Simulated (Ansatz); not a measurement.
# C3H5Cl: small, medium and large basis sets

An exercise on one series of results from a longer session: the logs are not shown, and one member is left open.

The runs use Ansatz 0.2.0, Gaussian basis; one geometry, several basis sets.

Plan: PBE0-D4/def2-SVP; ωB97M-V/def2-SVP; PBE0-D4/def2-QZVPP; ωB97M-V/def2-QZVPP; the functionals' def2-TZVPP values are taken from earlier runs.

## Structure used throughout

All runs share one geometry, relaxed beforehand with PBE0-D4 in a triple-zeta def2 set.

SMILES `C=CCCl`, 9 atoms, charge 0, spin multiplicity 1.

Atoms are counted from 1 here; the program's logs count them from 0.

Bond lengths: C1–C2 1.325 Å, C1–H5 1.083 Å, C1–H6 1.085 Å, C2–C3 1.483 Å, C2–H7 1.087 Å, C3–Cl4 1.795 Å, C3–H8 1.089 Å, C3–H9 1.090 Å. Angles: C2–C1–H5 121.5°, C2–C1–H6 121.4°, H5–C1–H6 117.1°, C1–C2–C3 123.4°, C1–C2–H7 120.5°, C3–C2–H7 116.1°, C2–C3–Cl4 111.0°, C2–C3–H8 111.7°, C2–C3–H9 111.8°, Cl4–C3–H8 107.1°, Cl4–C3–H9 105.6°, H8–C3–H9 109.3°.

The first run:

Contents of in.yaml:

```yaml
crystal:
  periodic: [false, false, false]
  atoms:
    - {symbol: C, position_ang: [-0.286705, 1.309445, -0.450430]}
    - {symbol: C, position_ang: [0.380312, 0.166470, -0.389733]}
    - {symbol: C, position_ang: [0.090801, -0.896395, 0.603085]}
    - {symbol: Cl, position_ang: [-0.383157, -2.424498, -0.210530]}
    - {symbol: H, position_ang: [-0.035957, 2.073064, -1.176926]}
    - {symbol: H, position_ang: [-1.108067, 1.522390, 0.226534]}
    - {symbol: H, position_ang: [1.191514, -0.035224, -1.083907]}
    - {symbol: H, position_ang: [-0.729117, -0.618726, 1.263834]}
    - {symbol: H, position_ang: [0.968776, -1.142726, 1.201070]}
basis:
  gaussian: {orbitals: def2-SVP}
hamiltonian: {xc: pbe0, dispersion: d4}
output: {orbitals: {seedname: orbitals}}
```

Command:

```
> ansatz run in.yaml --threads 2 --pin off --events-out ev --progress --plain --max-ram 4352MiB
```

Among the steps run: PBE0-D4 in def2-SVP; ωB97M-V in def2-SVP; PBE0-D4 in def2-QZVPP; ωB97M-V in def2-QZVPP.

One of the session's tables, all rows but one given; the rest of the session is left out.

It belongs to the step «Density functionals: the series». 

```
functional       basis  HOMO (eV)  LUMO (eV)
   PBE0-D4    def2-SVP          ?          ?
   PBE0-D4  def2-TZVPP      -7.92      -0.42
   PBE0-D4  def2-QZVPP      -7.95      -0.51
   ωB97M-V    def2-SVP     -10.04       2.09
   ωB97M-V  def2-TZVPP     -10.16       1.72
   ωB97M-V  def2-QZVPP     -10.19       1.53
```

**Question.** Estimate the row for PBE0-D4, def2-SVP.

As computed: HOMO (eV): -7.82; LUMO (eV): -0.17. In the column «HOMO (eV)» it is the highest.
